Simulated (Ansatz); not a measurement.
# CH₃BO: one species, many methods

One table from this session's results is given with a row withheld; the runs are named, their logs left out.

Method: functionals in def2-TZVPP, the program's frozen cores in correlated methods; program: Ansatz 0.2.0, Gaussian basis.

The runs, in order: LDA (SPW92), PBE-D4, revPBE-D4, BLYP-D4, r2SCAN-D4, B97M-V, PBE0-D4, B3LYP-D4, r2SCANh-D4, r2SCAN0-D4, HSE06-D4, BHLYP-D4, CAM-B3LYP-D4, LC-ωPBE, ωB97X-V, ωB97M-V, B2PLYP, PBE-QIDH; CCSD(T)/def2-SVP; CCSD(T)/def2-TZVPP; CCSD(T)/def2-QZVPP; extrapolation to the limit; RPA on PBE.

## The geometry

An earlier PBE0-D4 in a triple-zeta def2 set relaxation fixed the geometry.

SMILES `[BH3-]C#[O+]`, 6 atoms, charge 0, spin multiplicity 1.

Atoms are counted from 1 here; the program's logs count them from 0.

Bond lengths: B1–C2 1.512 Å, B1–H4 1.209 Å, B1–H5 1.209 Å, B1–H6 1.209 Å, C2–O3 1.127 Å. Angles: C2–B1–H4 104.5°, C2–B1–H5 104.5°, C2–B1–H6 104.5°, H4–B1–H5 113.9°, H4–B1–H6 113.9°, H5–B1–H6 113.9°, B1–C2–O3 180.0°.

The first run:

Contents of in.yaml:

```yaml
crystal:
  periodic: [false, false, false]
  atoms:
    - {symbol: B, position_ang: [-0.274908, 0.419955, -0.199791]}
    - {symbol: C, position_ang: [0.494304, -0.755579, 0.359303]}
    - {symbol: O, position_ang: [1.067811, -1.631591, 0.776088]}
    - {symbol: H, position_ang: [-1.436734, 0.121231, -0.050073]}
    - {symbol: H, position_ang: [0.069587, 0.485085, -1.356770]}
    - {symbol: H, position_ang: [0.079929, 1.360889, 0.471242]}
basis:
  gaussian: {orbitals: def2-TZVPP}
hamiltonian: {xc: lda}
output: {orbitals: {seedname: orbitals}}
```

The run is started by

```bash
$ ansatz run in.yaml --threads 4 --pin off --events-out ev --progress --plain --max-ram 10444MiB
```

Steps of the session up to this table: LDA; PBE-D4 (GGA); revPBE-D4 (GGA); BLYP-D4 (GGA); r2SCAN-D4 (meta-GGA); B97M-V (meta-GGA); PBE0-D4 (hybrid); B3LYP-D4 (hybrid); r2SCANh-D4 (hybrid); r2SCAN0-D4 (hybrid); HSE06-D4 (hybrid); BHLYP-D4 (hybrid); CAM-B3LYP-D4 (range-separated); LC-ωPBE (range-separated); ωB97X-V (range-separated); ωB97M-V (range-separated); B2PLYP (double hybrid); PBE-QIDH (double hybrid).

One of the session's tables, all rows but one given; the rest of the session is left out.

It belongs to the step «Orbital energies across the functionals». 

| functional | HOMO (eV) | gap (eV) |
| --- | --- | --- |
| LDA (SPW92) | -8.37 | 5.79 |
| PBE-D4 | -8.28 | 5.88 |
| revPBE-D4 | -8.24 | 5.91 |
| BLYP-D4 | ? | ? |
| r2SCAN-D4 | -8.61 | 6.42 |
| B97M-V | -8.64 | 6.49 |
| PBE0-D4 | -9.59 | 8.23 |
| B3LYP-D4 | -9.39 | 7.73 |
| r2SCANh-D4 | -9.09 | 7.28 |
| r2SCAN0-D4 | -9.81 | 8.59 |
| HSE06-D4 | -9.18 | 7.44 |
| BHLYP-D4 | -10.85 | 10.63 |
| CAM-B3LYP-D4 | -10.99 | 10.78 |
| LC-ωPBE | -12.35 | 13.38 |
| ωB97X-V | -11.99 | 12.96 |
| ωB97M-V | -11.83 | 12.73 |

Q: Estimate the row for BLYP-D4 from the others.

Worked estimate for «HOMO (eV)». Against the share of exact exchange, B3LYP-D4 (0.2, -9.39), BHLYP-D4 (0.5, -10.85) give a slope of -4.87 per unit share; at 0 the line stands at -8.42.

**Answer.** HOMO (eV): -8.19; gap (eV): 5.85. In «HOMO (eV)» the line misses by -0.23.
